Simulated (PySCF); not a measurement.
C6H6, SMILES c1ccccc1 (connectivity only; charge and spin as stated), charge +1, multiplicity 2.

Coordinates come from a PBE-D3(BJ)/def2-SVP optimisation. The spin state was assumed, not searched.

Computed with PySCF 2.14.0 with PBE-D3(BJ)/def2-SVP.

Harmonic, unscaled wavenumbers; measured fundamentals usually lie a few per cent lower.

Computed harmonic wavenumbers and intensities:
```tsv
mode	ν (cm⁻¹)	IR (km/mol)	moving atoms (share of kinetic energy)
1	247	0.0	C 97 %
2	279	2.9	C 60 %, H 40 %
3	328	0.0	H 58 %, C 42 %
4	331	0.0	C 70 %, H 30 %
5	585	0.0	C 91 %, H 9 %
6	658	78.2	H 91 %, C 9 %
7	752	0.0	H 80 %, C 20 %
8	871	0.0	H 55 %, C 45 %
9	927	0.0	C 63 %, H 37 %
10	948	19.0	C 60 %, H 40 %
11	966	0.0	C 90 %, H 10 %
12	971	4.0	H 62 %, C 38 %
13	972	0.1	C 88 %, H 12 %
14	989	0.0	H 70 %, C 30 %
15	1005	0.0	H 66 %, C 34 %
16	1044	11.1	H 59 %, C 41 %
17	1152	1.2	H 99 %
18	1167	0.0	H 90 %, C 10 %
19	1313	0.0	H 69 %, C 31 %
20	1322	0.0	H 79 %, C 21 %
21	1395	114.4	H 57 %, C 43 %
22	1407	16.2	C 82 %, H 18 %
23	1500	64.5	C 73 %, H 27 %
24	1637	0.0	C 91 %, H 9 %
25	3132	5.2	H 92 %, C 8 %
26	3135	0.0	H 92 %, C 8 %
27	3147	0.0	H 92 %, C 8 %
28	3149	17.4	H 91 %, C 9 %
29	3157	30.1	H 91 %, C 9 %
30	3160	0.0	H 91 %, C 9 %
```
